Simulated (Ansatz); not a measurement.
Ansatz (a program for electronic structure) input (CCSD(T)/aug-cc-pV(D+d)Z):
A basis named .json is the Basis Set Exchange file of that set.

Ansatz 0.2 input:
```yaml
crystal:
  periodic: [false, false, false]
  atoms:
    - {symbol: Cl, position_ang: [-1.48293405, 0.22164103, -0.01882856]}
    - {symbol: C, position_ang: [-0.01049978, -0.67307752, 0.04096015]}
    - {symbol: Cl, position_ang: [1.48913862, 0.17609637, -0.00537576]}
    - {symbol: H, position_ang: [-0.02436324, -1.30857915, 0.95225756]}
    - {symbol: H, position_ang: [-0.01811575, -1.41449149, -0.78654502]}
basis:
  gaussian:
    orbitals: aug-cc-pV_D+d_Z.json
total_charge: 1
magnetization: {spin_polarized: true, initial_magnetization: 1}
correlation: {method: ccsd_t, electrons: outside_noble_gas}
output: {forces: true}
```

End of the output:

```
cycle  10  -13.20375538 eV  change   -9.6e-6 eV  update   5.0e-6
cycle  11  -13.20375499 eV  change    3.8e-7 eV  update   2.0e-6
cycle  12  -13.20375461 eV  change    3.8e-7 eV  update   7.0e-7
cycle  13  -13.20375470 eV  change   -8.6e-8 eV  update   2.8e-7
perturbative correction -0.55681509 eV, -0.0204625770 hartree
WARN: these amplitudes may be one of several solutions (largest doubles amplitude 0.03, level shift 4.14 eV)
the calculation of the forces begins
densities: 1.74 GiB planned
Total energy: -26072.17595894 eV, -958.1347941356 hartree
Atom 0 at    -1.482934     0.221641    -0.018829 Å, force    -0.169168     0.116851    -0.007725 eV/Å
Atom 1 at    -0.010500    -0.673078     0.040960 Å, force     0.005679     0.364022    -0.022153 eV/Å
Atom 2 at     1.489139     0.176096    -0.005376 Å, force     0.172732     0.111611    -0.006178 eV/Å
Atom 3 at    -0.024363    -1.308579     0.952258 Å, force    -0.005949    -0.273741     0.387435 eV/Å
Atom 4 at    -0.018116    -1.414491    -0.786545 Å, force    -0.003294    -0.318743    -0.351379 eV/Å
Dipole moment:    -0.006089    -0.390307     0.023752 e Å
```

The program attaches cautions to this result: other roots.
